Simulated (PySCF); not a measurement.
Molecule: `InChI=1S/C3H4O/c1-2-3-4/h1,4H,3H2`.

Numbering as in the mapped SMILES `[CH:1]#[C:2][CH2:3][OH:4]`. Each H is labelled by its parent atom.

Geometry PBE0-D3(BJ)/def2-SVP throughout; GIAO in PySCF, gas phase, one conformer, non-relativistic; equivalent atoms averaged; functional PBE0.

For orientation, def2-SVP gives these absolute shieldings σ: C1 120.6, C2 115.3, C3 144.0, O4 327.1, H(C1) 29.40, H(C3) 27.16, H(O4) 32.21 ppm.

A run gave: C1 124.0, C2 120.9, C3 143.2, O4 315.6, H(C1) 29.95, H(C3) 27.64, H(O4) 32.70 ppm (absolute shieldings σ).

Which basis set was used in that run?
A. pcSseg-2
B. 6-311+G(2d,p)
C. IGLO-III
D. 6-31G*

Results:

D. C2 tells them apart best: 6-31G* gives 120.9, 6-311+G(2d,p) gives 101.9, pcSseg-2 gives 96.6, IGLO-III gives 97.4 ppm.
